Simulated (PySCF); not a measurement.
Molecule: Methyl cyclopropyl ketone (SMILES CC(=O)C1CC1).

Atom-mapped SMILES (the numbers label the heavy atoms): `[CH3:1][C:2](=[O:3])[CH:4]1[CH2:5][CH2:6]1`; H(Xn) means a hydrogen on atom n. Ha(C5), Ha(C6) are cis to C2 on the ring; Hb(C5), Hb(C6) are trans to C2 on the ring.

Geometry PBE0-D3(BJ)/def2-SVP throughout; GIAO in PySCF, gas phase, one conformer, non-relativistic; equivalent atoms averaged; basis pcSseg-1.

For orientation, wB97X-D gives these shifts δ (against TMS, H2O at the same level): C2 212.9, C1 33.6, C4 20.7, C5/C6 13.5, O3 615.1, H(C1) 2.23, H(C4) 1.47, Ha(C5)/Ha(C6) 0.98, Hb(C5)/Hb(C6) 0.75 ppm.

A run gave: C2 217.2, C1 33.8, C4 20.7, C5/C6 12.7, O3 626.5, H(C1) 2.23, H(C4) 1.52, Ha(C5)/Ha(C6) 0.98, Hb(C5)/Hb(C6) 0.76 ppm (shifts δ (against TMS, H2O at the same level)).

Q: Which functional was used in that run?
A. LC-wPBE
B. B97-2
C. OPBE
D. WP04

A: A. O3 tells them apart best: LC-wPBE gives 626.5, OPBE gives 585.2, B97-2 gives 597.7, WP04 gives 590.6 ppm.
